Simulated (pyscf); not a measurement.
H₃Ge–SeH → H₂Ge=Se + H₂, gas phase, singlet surface. Single points on ωB97X-D3(BJ)/def2-SVP structures (PySCF, gas phase). ΔG in kcal/mol from ωB97M-D3(BJ)/def2-TZVP energies (ideal gas, 1 atm, RRHO with modes under 100 cm⁻¹ raised to 100, one conformer, R ln 2 for chiral ones without a mode under 150 cm⁻¹).

| T (K) | ΔG |
|---|---|
| 298 | +18.7 |
| 600 | ? |
| 900 | +3.4 |
| 1200 | -4.1 |

### Question
Fit a line to the three values, predict ΔG at 600 K, and estimate where the reaction turns favourable at 1 atm of each gas.

### Answer
Least squares gives ΔG = +26.2 − 25.3 × T/1000 K, so ΔS is about +106 J/(mol K) and ΔH about +26.2 kcal/mol over this range (ΔH at 298 K: +26.1). At 600 K the line gives +11.0; the computed value is +11.1. ΔG = 0 falls near 1040 K; 1 kcal/mol in the energy moves that by 40 K. This is thermodynamics alone and says nothing of the barrier. Elements up to Kr have no core potential and no relativistic terms here.
